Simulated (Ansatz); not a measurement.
Mulliken charges of `ClCC1=CN1` from ωB97M-V/def2-TZVPP in Ansatz (PBE0-D4/def2-TZVP geometry).

```csv
atom,x (Å),y (Å),z (Å),charge (e)
Cl1,-0.878,2.096,-0.832,-0.108
C2,0.397,0.832,-0.870,-0.109
C3,0.075,-0.248,0.043,0.060
C4,-0.169,-1.438,0.418,-0.119
N5,0.036,-0.444,1.525,-0.350
H6,1.323,1.323,-0.568,0.150
H7,0.476,0.478,-1.896,0.138
H8,-0.285,-2.501,0.311,0.205
H9,-0.887,-0.145,1.851,0.132
```

Task: By hand: the dipole of these point charges (1 e Å = 4.8032 D).

Result: Σ q r = (0.152, -0.273, -0.435) e Å, of length 0.536 e Å = 2.57 D.

Task: How does the dipole of the full density compare? (Best estimate.)

Result: The calculation gave: (0.013, -0.287, -0.335) e Å, 2.12 D; the point charges give 1.21 times that, at 17° from its direction.

Point charges leave out the atoms' own dipoles, such as those of lone pairs, and Mulliken's split depends on the basis, so the two needn't agree.
